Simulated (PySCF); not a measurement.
C₄H₁₂P (charge +1).
Numbering: `[CH3:1][P+:2]([CH3:3])([CH3:4])[CH3:5]` (hydrogens: H6, H7, H8 on C1; H9, H10, H11 on C3; H12, H13, H14 on C4; H15, H16, H17 on C5)

The calculation used PBE0-D3(BJ)/def2-SVP geometry optimisation, gas phase in PySCF 2.14.0.

(1) Give the optimised bond lengths and angles.

Results:

(1) 
```json
{"bond": "C1–P2 and 3 like bonds", "length (bohr)": "3.397", "order": "single"}
{"bond": "C1–H6 and 11 like bonds", "length (bohr)": "2.079", "order": "single"}
```

Bonds in one row agree within 0.02 bohr and their mean is given. Orders are formal, as drawn. A selection of angles:
```json
{"angle": "P2–C1–H6", "degrees": "109.9"}
{"angle": "H6–C1–H7", "degrees": "109.1"}
{"angle": "C1–P2–C3", "degrees": "109.4"}
```

All 4 C–P bonds measure 1.798 Å. P2 (phosphonium phosphorus) is tetrahedral (angles from 109.4° to 109.5°).

Point group: Td (tolerance 0.08 Å). Whether it is a minimum is left open (no frequencies).

Time: 17 s wall. Hardware: an Arm Neoverse V2 with one thread, shared host. This is the geometry optimisation.
